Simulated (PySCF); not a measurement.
Geometries of 4 isomers of C6H7 (doublet state), from PBE0-D3(BJ)/def2-SVP geometry optimisation, gas phase (PySCF). One conformer each, no zero-point energy, no frequencies.

Task: Which isomer lies lowest at this level?
A.
```xyz
13
angstrom
C      1.907   -0.723   -0.098
C      0.905    0.156   -0.013
C      0.757    1.630    0.094
C     -0.647    1.481    0.117
C     -0.587    0.077    0.018
C     -1.552   -1.039   -0.040
H      1.708   -1.795   -0.168
H      2.950   -0.397   -0.100
H      1.450    2.469    0.137
H     -1.477    2.187    0.187
H     -2.588   -0.676    0.012
H     -1.395   -1.749    0.791
H     -1.439   -1.619   -0.973
```
B.
```xyz
13
angstrom
C     -1.129   -1.141    0.924
C     -0.395    0.129    0.740
C     -1.032    1.198   -0.148
C     -0.037    1.187   -1.061
C      0.714    0.149   -0.350
C      1.836   -0.549   -0.529
H     -1.096   -1.692    1.865
H     -1.635   -1.598    0.069
H     -0.029    0.524    1.704
H     -1.973    1.746   -0.057
H      0.150    1.740   -1.984
H      2.142   -1.312    0.191
H      2.475   -0.380   -1.400
```
C.
```xyz
13
angstrom
C     -0.724   -1.348    0.160
C      0.589   -1.408    0.261
C      1.411   -0.148    0.114
C      0.565    1.066   -0.126
C     -0.768    1.056   -0.216
C     -1.606   -0.194   -0.086
H      1.116   -2.350    0.450
H      2.037    0.001    1.014
H      2.138   -0.267   -0.713
H      1.093    2.020   -0.231
H     -1.307    1.994   -0.392
H     -2.343   -0.076    0.731
H     -2.211   -0.344   -1.000
```
D.
```xyz
13
angstrom
C      1.392    0.667   -0.110
C      1.267   -0.742   -0.188
C      0.049   -1.355   -0.096
C     -1.215   -0.582    0.092
C     -1.010    0.896    0.162
C      0.231    1.461    0.065
H      2.374    1.138   -0.185
H      2.165   -1.351   -0.325
H     -0.022   -2.444   -0.159
H     -1.936   -0.828   -0.718
H     -1.744   -0.935    1.005
H     -1.891    1.529    0.296
H      0.332    2.548    0.123
```

Result: D. That is cyclohexadienyl radical (`[CH]1C=CCC=C1`), 36.7 kcal/mol below the next.

```csv
SMILES,atoms numbered as above,E (Eh),relative (kcal/mol),relative (kJ/mol),dipole (D),⟨S²⟩
[CH]1C=CCC=C1,[CH:1]1[CH:2]=[CH:3][CH2:4][CH:5]=[CH:6]1,-232.35651,0.0,0.0,0.53,0.806
[C]1=CCC=CC1,[C:1]1=[CH:2][CH2:3][CH:4]=[CH:5][CH2:6]1,-232.29801,36.7,153.6,0.94,0.765
C=C1C=C[C]1C,[CH2:1]=[C:2]1[CH:3]=[CH:4][C:5]1[CH3:6],-232.29165,40.7,170.3,0.76,0.793
[CH2][C@@H]1C=CC1=C,[CH2:1][C@@H:2]1[CH:3]=[CH:4][C:5]1=[CH2:6],-232.26575,57.0,238.3,0.38,0.755
```

As drawn, the highest has a four-membered ring, which the lowest lacks.
